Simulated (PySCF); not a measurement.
Molecule: 1,2-dimethoxyethane (SMILES COCCOC).

Atoms are numbered as in `[CH3:1][O:2][CH2:3][CH2:4][O:5][CH3:6]`; H(Xn) means a hydrogen on atom n.

Geometry PBE0-D3(BJ)/def2-SVP throughout; GIAO in PySCF, gas phase, one conformer, non-relativistic; equivalent atoms averaged; functional PBE0.

Question: How do the shifts δ (against TMS, H2O at the same level) depend on the basis set? (ppm; last column core-seconds on shared hosts with different chips, so compare them loosely)

Answer: 
```
    basis set  functions  C3/C4  C1/C6  O2/O5  H(C3)/H(C4)  H(C1)/H(C6)  core-s
       STO-3G         40   55.5   49.7  -36.4         1.80         1.76     3.5
        6-31G         74   69.1   56.7   -3.9         3.53         3.45     6.4
     pcSseg-0         74   76.6   63.2   -0.7         3.50         3.57     8.5
       6-31G*        104   68.1   56.5   -4.1         3.32         3.25       9
     def2-SVP        134   69.3   56.5   12.3         3.09         3.12      12
      cc-pVDZ        134   70.9   56.9   16.9         3.11         3.18      18
     pcSseg-1        152   73.2   59.6   12.7         3.20         3.32      23
6-311+G(2d,p)        222   71.7   58.2    8.6         3.35         3.31      26
  aug-cc-pVDZ        228   69.9   56.3   10.0         3.40         3.42      42
    def2-TZVP        246   73.8   59.4   12.1         3.31         3.30      31
     IGLO-III        310   74.8   60.4    9.1         3.36         3.33      63
      cc-pVTZ        320   72.9   59.0   14.9         3.27         3.28      70
```

Question: Which nucleus moves most, in ppm?

Answer: O2/O5 (ether oxygen): from -36.4 ppm with STO-3G to 16.9 ppm with cc-pVDZ. The smallest spread is 1.72 ppm, at H(C3)/H(C4). Proton shifts span only some 12 ppm, so a few tenths of a ppm matter as much there as several ppm in carbon.

Question: Taking the largest basis, cc-pVTZ (320 functions), as the yardstick, rank the others by their worst heavy-atom deviation.

Answer: cc-pVDZ 2.1 ppm (134 functions), pcSseg-1 2.1 ppm (152 functions), def2-TZVP 2.8 ppm (246 functions), def2-SVP 3.6 ppm (134 functions), aug-cc-pVDZ 4.9 ppm (228 functions), IGLO-III 5.8 ppm (310 functions), 6-311+G(2d,p) 6.3 ppm (222 functions), pcSseg-0 15.6 ppm (74 functions), 6-31G 18.7 ppm (74 functions), 6-31G* 18.9 ppm (104 functions), STO-3G 51.3 ppm (40 functions).

A small basis that lands close on one nucleus may do so by chance; judge by the trend and by all nuclei.
